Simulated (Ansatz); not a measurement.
```yaml
crystal:
  periodic: [false, false, false]
  atoms:
    - {symbol: P, position_ang: [-1.990191, -0.653475, -0.006951]}
    - {symbol: Ga, position_ang: [0.042105, 0.564418, 0.005116]}
    - {symbol: S, position_ang: [1.831812, -0.663797, -0.005021]}
    - {symbol: H, position_ang: [-0.028855, 2.155218, 0.019436]}
basis:
  gaussian: {orbitals: def2-TZVP}
magnetization: {spin_polarized: true, initial_magnetization: 3}
hamiltonian: {xc: pbe0}
relax: {f_tol: 0.004, max_steps: 80}
```

```sh
$ ansatz run in.yaml --threads 1 --pin off --events-out ev --progress --plain --max-ram 2176MiB
```

Steps of the relaxation (energy above the last step; positions in Å, forces in eV/Å):

```
4
step 1, 24.5 meV
P    -1.990   -0.653   -0.007    0.233    0.124    0.001
Ga    0.042    0.564    0.005   -0.161    0.073    0.001
S     1.832   -0.664   -0.005   -0.206    0.226    0.002
H    -0.029    2.155    0.019    0.134   -0.423   -0.004
```

```
4
step 2, 2.9 meV
P    -1.989   -0.664   -0.007    0.077    0.063    0.001
Ga    0.010    0.560    0.005   -0.152    0.000    0.000
S     1.813   -0.620   -0.005    0.048    0.010    0.000
H     0.021    2.127    0.019    0.027   -0.074   -0.001
```

```
4
step 3, 0.4 meV
P    -1.996   -0.656   -0.007   -0.004    0.004    0.000
Ga   -0.003    0.550    0.005   -0.058   -0.009    0.000
S     1.821   -0.602   -0.004    0.049   -0.014    0.000
H     0.032    2.111    0.019    0.012    0.018    0.000
```

```
4
step 4, 0.0 meV
P    -2.007   -0.654   -0.007    0.008    0.004    0.000
Ga   -0.010    0.542    0.005   -0.021   -0.006    0.000
S     1.830   -0.590   -0.004    0.014   -0.011    0.000
H     0.042    2.104    0.019   -0.001    0.013    0.000
```

```
4
step 5, 0.0 meV
P    -2.006   -0.654   -0.007   -0.001    0.000    0.000
Ga   -0.011    0.543    0.005    0.001    0.000    0.000
S     1.830   -0.592   -0.004    0.000    0.000    0.000
H     0.042    2.105    0.019    0.000    0.000    0.000
```

Close pairs at the end: Ga2–H4 1.563 Å, Ga2–S3 2.162 Å, P1–Ga2 2.327 Å.

A stationary point of unrestricted PBE0 after 5 steps, with ⟨S²⟩ = 3.765 against 3.75 for a pure state; no frequencies were run, so it isn't proven a minimum. 45 s on 1 thread of Intel Xeon Platinum 8488C, shared host.
